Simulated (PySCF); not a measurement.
A PySCF script (with the pyscf-properties extension) for the NMR shieldings of [C4H7S2]-, on a GFN2-xTB geometry:

```python
import basis_set_exchange as bse
import numpy as np
from pyscf import gto, dft
from pyscf.prop import nmr

atoms = """
C     1.548984    0.403348    0.080122
C     0.668192   -0.777086   -0.231446
S     1.316981   -1.958528   -1.255648
C    -0.789252   -0.669089   -0.030261
C    -1.491293    0.669827    0.001034
S    -0.220603   -1.337188    1.555015
H     1.520821    1.101547   -0.761265
H     2.575246    0.061538    0.204947
H     1.234834    0.921303    0.985349
H    -1.355161   -1.419422   -0.585712
H    -0.976550    1.363546    0.661716
H    -2.512204    0.546413    0.362587
H    -1.524382    1.094278   -1.004166
"""
names = dict.fromkeys(["C", "S", "H"], "pcSseg-1")
basis = {el: gto.basis.parse(bse.get_basis(n, elements=[el], fmt="nwchem")) for el, n in names.items()}
mol = gto.M(atom=atoms, basis=basis, charge=-1, verbose=0)
mf = dft.RKS(mol, xc="PBE0")
mf.grids.level = 2
mf.grids.alignment = dft.numint.BLKSIZE   # the property module wants whole blocks of grid points
mf.conv_tol = 1e-9
mf.kernel()

calc = nmr.RKS(mf)   # GIAO
C = mf.mo_coeff
Co = C[:, mf.mo_occ > 0]
resp = mf.gen_response(singlet=True, hermi=2)
def vind(x):   # induced exchange potential for any number of trial vectors
    d = np.einsum("pi,xij,qj->xpq", C, 2 * x.reshape(-1, C.shape[1], Co.shape[1]), Co, optimize=True)
    return np.einsum("xpq,pi,qj->xij", resp(d - d.transpose(0, 2, 1)), C, Co, optimize=True).ravel()
mo1, _ = nmr.rhf.solve_mo1(calc, with_cphf=vind)
sigma = calc.kernel(mo1)
for i, s in enumerate(sigma):   # ppm
    print("%2d %-2s %9.2f" % (i, mol.atom_pure_symbol(i), np.trace(s) / 3))
```

Problem. What does it print?

Solution. 
```
 0 C     148.94
 1 C      56.45
 2 S     395.75
 3 C     129.46
 4 C     162.09
 5 S     456.86
 6 H      29.91
 7 H      29.15
 8 H      29.24
 9 H      27.96
10 H      31.07
11 H      30.30
12 H      30.15
```

These numbers come from an equivalent density-fitted implementation of the same equations, which agrees with the script to about 0.01 ppm for H and up to a few tenths of a ppm for heavy atoms, so last digits may differ.

Size and cost of the density-fitted run: 151 basis functions, 14 s wall time on 1 thread of an Arm Neoverse V2, shared host.
